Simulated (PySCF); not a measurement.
Two structures of CH6AlN, singlet, reached by relaxing down either side of one saddle point (PBE0-D4/def2-TZVP). Energies are electronic, without zero-point energy. Program: PySCF 2.14 with density fitting (its default auxiliary sets; JK sets also for MP2 and CCSD(T)). Basis: def2-TZVPP and def2-QZVPP. Cores are frozen in the correlated methods. Extrapolation: Hartree–Fock as exp(−7.88 √X), correlation as X^−2.97. First:

Al1  (-0.671, -0.178, -0.150)
N2  (-0.065, -1.696, 0.530)
H3  (-2.180, -0.181, -0.645)
C4  (0.497, 1.379, -0.253)
H5  (-0.610, -2.538, 0.621)
H6  (0.865, -1.847, 0.885)
H7  (1.529, 1.152, 0.028)
H8  (0.142, 2.178, 0.407)
H9  (0.511, 1.797, -1.265)
(Å)

Second:

Al1  (-0.667, -0.131, -1.404)
N2  (-0.585, -1.218, 0.555)
H3  (-1.342, -0.875, 1.140)
C4  (0.593, 1.212, -0.582)
H5  (-0.726, -2.216, 0.441)
H6  (0.285, -1.065, 1.057)
H7  (1.559, 0.743, -0.338)
H8  (0.200, 1.633, 0.356)
H9  (0.812, 2.058, -1.241)
(Å)

Which bonds change from the first to the second?

CH₆AlN ([CH3][AlH][NH2]) → CH₃Al ([CH3][Al]) + NH₃ (still joined by a long Al–N bond); bonds formed: N2–H3; bonds broken: Al1–H3; bonds weakened to dative contacts: Al1–N2.

Give the saddle point's structure and its height above each. (An estimate is asked for; the value comes from the calculation.)

The calculation gives: 300.6 kJ/mol above the first and 148.0 kJ/mol above the second (CCSD(T) at an estimated basis limit (MP2 extrapolated from triple and quadruple zeta, plus CCSD(T) − MP2 in triple zeta)).
```csv
atom,x (Å),y (Å),z (Å)
Al1,-0.7444,-0.0878,-0.7238
N2,-0.3781,-1.4084,0.6049
H3,-1.7171,-0.8947,0.4333
C4,0.6154,1.3289,-0.5828
H5,-0.6754,-2.3602,0.4231
H6,0.2186,-1.3960,1.4362
H7,1.6203,0.9046,-0.6892
H8,0.5559,1.7834,0.4145
H9,0.5050,2.1304,-1.3163
```

No T1 diagnostic of these runs exceeds 0.016. The restricted Hartree–Fock reference is unstable towards an unrestricted one at one or more of these structures. A large double-excitation amplitude points to some diradical character; no triplet was computed.

Labels in which every atom is bracketed show which atoms are joined, not bond orders.

For scale, one of the runs: CCSD(T)/def2-TZVPP, 188 basis functions, launched by `OMP_NUM_THREADS=4 python run.py`. The run took 3.6 min on 4 CPU threads of an Arm Neoverse V1 (shared host), with 1.7 GiB of host memory at its peak.
